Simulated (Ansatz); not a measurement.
A made-up structure of CH5B2, doublet:

```xyz
8
angstrom
B -0.8461 -0.1579 -0.3397
C 0.1935 0.8604 0.1611
B 0.7021 -0.5914 0.1154
H -1.9187 -0.3469 -0.8053
H 0.6035 1.5874 -0.5410
H 0.0365 1.3287 1.1414
H -1.8317 0.4253 -0.4444
H -0.3865 -1.3441 0.0348
```

It is relaxed with PBE-D4/def2-SVP and then PBE0-D4/def2-TZVP (Ansatz 0.2.0). Atoms count as bonded within 1.22 times the sum of their covalent radii (H–H: 0.88 Å). The end point is not checked to be a true minimum.

Does its bonding change? (Judge from chemistry; the calculation decides.)

The calculation gives: Yes. Formed: B3–H4; broken: B1–H8, H4–H7.

Where it ends: The first stage lowers the energy by 4.47 eV in 31 steps. It ends as CH₅B₂ ([H]1[BH]2[CH2][BH]12):
```json
{"atom": "B1", "x (Å)": "-1.3201", "y (Å)": "0.4601", "z (Å)": "-0.1738"}
{"atom": "C2", "x (Å)": "0.1242", "y (Å)": "0.8860", "z (Å)": "0.1443"}
{"atom": "B3", "x (Å)": "-0.0475", "y (Å)": "-0.6214", "z (Å)": "-0.1143"}
{"atom": "H4", "x (Å)": "-1.2222", "y (Å)": "-0.7456", "z (Å)": "-0.7162"}
{"atom": "H5", "x (Å)": "0.6685", "y (Å)": "1.4855", "z (Å)": "-0.5968"}
{"atom": "H6", "x (Å)": "0.3658", "y (Å)": "1.2259", "z (Å)": "1.1522"}
{"atom": "H7", "x (Å)": "-2.4605", "y (Å)": "0.7699", "z (Å)": "-0.2543"}
{"atom": "H8", "x (Å)": "0.4444", "y (Å)": "-1.6989", "z (Å)": "-0.1188"}
```

Labels in which every atom is bracketed show which atoms are joined, not bond orders.

For scale, one of the runs: PBE0-D4/def2-TZVP relaxation, 123 basis functions, launched by `ansatz run in.yaml --threads 2 --pin off --events-out ev --progress --plain --max-ram 4352MiB`. Hardware: 2 CPU threads of an Arm Neoverse V2, shared host. Wall time about 12 s.
